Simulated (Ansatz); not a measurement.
Bromine (solid Br2 (Cmce)): adding exact exchange

Ansatz, plane waves with scalar-relativistic PAW, all at the r²SCAN geometry (a = 7.112 Å, b = 4.255 Å, c = 8.770 Å) on a 5×5×2 mesh, smearing 0.1 eV.

```csv
functional,gap on the mesh (eV),rough cost against r²SCAN
r²SCANh,2.41,7×
r²SCAN,1.68,1×
r²SCAN0,3.52,14×
r²SCAN50,5.44,30×
```

A gap read on a coarse mesh may be too large.
